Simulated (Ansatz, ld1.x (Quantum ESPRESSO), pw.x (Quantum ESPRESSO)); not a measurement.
## In: one change to the RRKJ potential, in the atom and in the sc crystal

ld1.x (Quantum ESPRESSO) 7.5 input, shortened:

```
&input
   title='In', zed=49., rel=1, dft='PBESOL', iswitch=3,
   config='[Kr] 4d10 5s2 5p1 5d-2'
 /
 &inputp
   pseudotype=2, tm=.false., rho0=0.005, lloc=1,
   nlcc=.false.
 /
3
5S  1  0   2.00   0.00  2.30  2.30  0.0
5D  3  2  -2.00   0.50  3.00  3.00  0.0
5P  2  1   1.00   0.00  2.90  2.90  0.0
 &test
   configts(1)='5s2 5p1'
 /
```

Change: core correction a·sin(br)/r model core inside 2.66 bohr.

Cutoffs, loose and tight: the cutoffs (Ry, on a coarse ladder) from which the occupation-weighted sum of valence levels, in a spherical-Bessel basis at the reference potential, stays within 10 and 1 mRy of its value at 400 Ry. They do not see the model core or the augmentation charge, which bear on the density cutoff. Test errors are all-electron minus pseudo excitation energies from the reference, over the configurations 5s2 5p0; 5s1 5p0; 5s2 5p0.5; 5s2 5p1.3; 5s1 5p2; 5s0 5p3; 5s1 5p1; variants that change the core or the reference have their own tests.

Crystal test: sc In in pw.x 7.5, no spin, 11³ k-points, Fermi–Dirac smearing 0.01 Ry, cutoffs set for each file from its atomic test. The reference is all-electron LAPW (Ansatz 0.2.0) with the same functional, mesh and smearing; V0 and B0 come from Birch–Murnaghan fits to the pressures at five volumes. Errors are pseudo minus all-electron; Δ is the rms difference of the E(V) curves that follow from these fits, minima aligned, over ±6 % about the mean V0. Mesh and smearing are coarse, so the numbers serve the comparison and aren't converged zero-temperature values; the lattice is a test structure that the element need not adopt.

All-electron: a0 = 3.017 Å (V0 = 27.46 Å³/atom), B0 = 38.3 GPa.

Problem. Does the change bring the crystal closer to the all-electron result?

Solution. The mean pressure error goes from -0.59 to -0.67 GPa, so the change moves the solid further from the all-electron pressures.

```
                       quantity       base    changed
                 outcome (atom)  generated  generated
           cutoff, loose (atom)      21 Ry      21 Ry
           cutoff, tight (atom)      30 Ry      30 Ry
            bound ghosts (atom)       none       none
largest test error (meV) (atom)        +84       -197
           cutoffs in pw.x (Ry)     40/160     50/200
                         a0 (Å)      3.001      2.999
                   a0 error (%)      -0.55      -0.59
                   B0 error (%)       -3.1       +3.5
                   Δ (meV/atom)        3.8        4.1
      mean pressure error (GPa)      -0.59      -0.67
```

Base: The largest radius (3.00 bohr) exceeds half the bond length (2.85 bohr), so the spheres overlap, which is one possible source of error among others. This is a poor potential for the solid. Changed file: The largest radius (3.00 bohr) exceeds half the bond length (2.85 bohr), so the spheres overlap, which is one possible source of error among others. This is a poor potential for the solid. The atomic cutoffs weigh occupied waves only.
